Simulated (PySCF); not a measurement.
`C(=O)(Cl)/C=C/Cl`, C3H2Cl2O

Molfile (atoms numbered from 1):
```
C3H2Cl2O
     RDKit          3D

  8  7  0  0  0  0  0  0  0  0999 V2000
   -1.8689    0.7156   -0.6069 O   0  0  0  0  0  0  0  0  0  0  0  0
   -1.6744   -0.1710    0.1604 C   0  0  0  0  0  0  0  0  0  0  0  0
   -3.0277   -0.9863    0.9862 Cl  0  0  0  0  0  0  0  0  0  0  0  0
   -0.3743   -0.7327    0.5584 C   0  0  0  0  0  0  0  0  0  0  0  0
    0.7357   -0.2221    0.0081 C   0  0  0  0  0  0  0  0  0  0  0  0
    2.3065   -0.7669    0.3756 Cl  0  0  0  0  0  0  0  0  0  0  0  0
   -0.3461   -1.5440    1.2864 H   0  0  0  0  0  0  0  0  0  0  0  0
    0.6872    0.5911   -0.7220 H   0  0  0  0  0  0  0  0  0  0  0  0
  1  2  2  0
  2  3  1  0
  2  4  1  0
  4  5  2  0
  5  6  1  0
  4  7  1  0
  5  8  1  0
M  END
```

Level of theory: GIAO PBE/pcSseg-1 magnetisability, rotational g tensor and spin-rotation constants, non-relativistic, gas phase in PySCF 2.14.0. Geometry: PBE0-D3(BJ)/def2-SVP.

Task: How diamagnetic is it, and how anisotropic?

Result: Isotropic -953 × 10⁻³⁰ J/T², or -57.4 × 10⁻⁶ cm³/mol; principal values -1057, -989, -813 × 10⁻³⁰ J/T², anisotropy 218 × 10⁻³⁰ J/T² (root of half the summed squared differences of the principal values). The susceptibility is in cgs units.

Task: Split it along the inertial axes a, b, c into diamagnetic and paramagnetic parts about the centre of mass, with the quadrupole moment.

Result: 
```tsv
axis	χ (10⁻⁶ cm³/mol)	diamagnetic (10⁻⁶ cm³/mol)	paramagnetic (10⁻⁶ cm³/mol)	summed x² of all electrons (Å²)	quadrupole Θ (D Å)
a	-59.3	-242.5	183.2	288.0	-1.94
b	-49.1	-1264.7	1215.5	47.1	+0.40
c	-63.6	-1421.9	1358.2	10.1	+1.55
```
Anisotropies 2χaa − χbb − χcc = -5.9 and 2χbb − χaa − χcc = +24.7 × 10⁻⁶ cm³/mol. Θ is traceless in Buckingham's convention.

Task: And the rotational g tensor?

Result: 
| axis | rotational constant (GHz) | g | nuclear part | electronic part |
| --- | --- | --- | --- | --- |
| a | 7.2062 | -0.0902 | 0.5300 | -0.6202 |
| b | 0.8909 | -0.0160 | 0.4928 | -0.5088 |
| c | 0.7929 | -0.0091 | 0.4969 | -0.5060 |

Asymmetric top; isotopes 12C, 35Cl, 1H, 16O; no vibrational averaging.
